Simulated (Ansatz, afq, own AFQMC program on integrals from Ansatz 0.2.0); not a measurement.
# Breaking Si3–F4 in C2H9FGeOSi, singlet

```xyz
15

C    -1.9437    1.6500   -0.2308
O    -0.8284    0.8002   -0.2602
Si   -0.8095   -0.8176    0.0660
F    -1.1993   -1.0489    1.6300
C     0.9143   -1.4129   -0.2276
Ge    2.2998   -0.1003    0.2521
H    -2.8062    1.2211   -0.7732
H    -2.2598    1.8647    0.8043
H    -1.6766    2.6017   -0.7140
H    -1.8725   -1.5103   -0.7150
H     1.0455   -1.6708   -1.2913
H     1.0810   -2.3338    0.3546
H     2.0133    0.4995    1.6396
H     3.6671   -0.8135    0.2931
H     2.3532    1.0203   -0.7979
```

Products: C$_{2}$H$_{9}$GeOSi (doublet; CH3–O–SiH–CH2–GeH3) and F (doublet), each relaxed with PBE0/def2-SVP like the molecule; electronic energies without zero-point terms. Determinants: RHF, UHF and UHF in that order.

Basis def2-SVP. Noble-gas cores (and the filled d shells of Ga–Kr and In–Xe) are frozen. Integrals, coupled cluster, full CI and functionals: Ansatz 0.2.0; the random walks run on the same integrals in our own AFQMC program. The CISD trial takes its coefficients from CCSD amplitudes. Released means that phaseless walkers are propagated on without the constraint, phases kept. Uncertainties: one standard error, sampling alone. No spin–orbit coupling. The errors of all members are added in quadrature.

No full CI on the walks' own integrals is used here. The released AFQMC energy serves as the reference, which it does only where one determinant dominates, the energy is flat over the last release times and near the phaseless one (40 meV or 2 meV an electron, half that with transition metals). On small molecules, where full CI could be run and the noise was under 10 meV, such values lay within 10 meV of it in 19 cases of 20, a flattering rate, since the rule was set on those same cases; what remains of the bias isn't in the error bar. Each member takes its own surest rung, up to full CI.

The best estimate is CCSD(T) at the basis-set limit (CBS: def2-TZVPP and def2-QZVPP, with their diffuse functions for anions and beside diffuse sets, MP2 extrapolated, CCSD(T) minus MP2 from TZVPP) plus the step from CCSD(T) to AFQMC with the constraint released in def2-SVP. Rows without CBS are in def2-SVP, the functionals in def2-TZVP; B2PLYP and the wave-function rows carry a basis error of their own. Core correlation and relativity beyond core potentials are missing, and ± holds the sampling alone.

Cautions: inner d shell frozen; no relativity below Rb; no spin-orbit coupling; C₂H₉FGeOSi (singlet): the released value is read at 0.90 1/Eh with a noise of 25 meV, more than in the cases checked (meV from the phaseless value at times in 1/Eh: -2 ± 19 at 0.21, -1 ± 25 at 0.42, -29 ± 28 at 0.63, 5 ± 25 at 0.90); C₂H₉GeOSi (doublet): the released value is read at 0.90 1/Eh with a noise of 23 meV, more than in the cases checked (meV from the phaseless value at times in 1/Eh: -37 ± 25 at 0.21, -35 ± 8 at 0.42, -39 ± 9 at 0.63, -54 ± 23 at 0.90).

Best estimate: 684.9 ± 3.3 kJ/mol.

```csv
level,bond energy (kJ/mol),error against the best estimate (kJ/mol)
HF,506.3,-178.6 ± 3.3
MP2,662.5,-22.4 ± 3.3
CCSD,629.0,-55.9 ± 3.3
CCSD(T),632.2,-52.7 ± 3.3
ph-AFQMC/CISD,633.7 ± 2.4,-51.2 ± 4.1
released AFQMC,627.4 ± 3.3,-57.5
HF/CBS,524.7,-160.2 ± 3.3
MP2/CBS,721.8,36.9 ± 3.3
CCSD(T)/CBS,689.4,4.5 ± 3.3
PBE,667.2,-17.7 ± 3.3
r2SCAN,663.6,-21.3 ± 3.3
PBE0,653.1,-31.8 ± 3.3
B3LYP,660.0,-24.9 ± 3.3
wB97M-V,685.3,0.4 ± 3.3
B2PLYP,671.4,-13.5 ± 3.3
```

Correlation beyond CCSD(T) changes it by less than twice the noise. Going to the basis-set limit adds 57.2 kJ/mol at CCSD(T). The perturbative (T) step is worth +3.2 kJ/mol.

Best estimates are given only where the step beyond CCSD(T) is under 0.3 eV and no member's determinant is very poor (T1 over 0.05, or 0.07 for open shells, ⟨S²⟩ too high by 0.3, two states mixed), so the hardest cases are missing from such tables.

The functionals ran in a triple-zeta set and keep a basis error of their own, a few kJ/mol for each bond in atomization energies and more for double hybrids, so close places among them and the extrapolated levels can swap.

Each member of a difference takes its own highest rung, so a best estimate needn't equal the limit plus the step of one row. Released energies are given only where the last usable release times agree within the noise; a slower fall can still hide under it.
